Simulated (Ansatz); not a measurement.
Two isomers of C4H6O: A = `CC1=COC1`, B = `C1=CCOC1`.

Program: Ansatz. Geometries: PBE0-D4/def2-TZVP. ΔE: electronic, gas phase. CCSD(T)/CBS adds triple-zeta CCSD(T) − MP2 to the extrapolated MP2 energy (def2 sets, frozen cores). DFT in def2-TZVPP. B3LYP here is the variant with VWN-RPA as its local correlation; programs differ in this.

Q: Which isomer does CCSD(T)/CBS put lower? Give the gap. (Best estimate.)

A: Computed: B, by 85.4 kJ/mol.

Q: Give E(B) − E(A) in kJ/mol with PBE-D4, PBE0-D4, B3LYP, CCSD(T)/def2-TZVPP, CCSD/def2-TZVPP, HF/def2-TZVPP, B3LYP-D4. (Best estimate.)

A: Computed: PBE-D4 -71.2, PBE0-D4 -81.5, B3LYP -81.3, CCSD(T)/def2-TZVPP -84.3, CCSD/def2-TZVPP -88.2, HF/def2-TZVPP -103.7, B3LYP-D4 -83.9. None reverses the order clearly.

Largest T1 diagnostic: 0.013.

In def2-TZVPP, CCSD(T) changes the Hartree–Fock value by +19.3 kJ/mol (the triples alone add +3.9 kJ/mol) and MP2 by +23.0 kJ/mol. From PBE to PBE0 (25 % exact exchange), in def2-TZVPP and without D4, E(B) − E(A) moves by −10.7 kJ/mol.
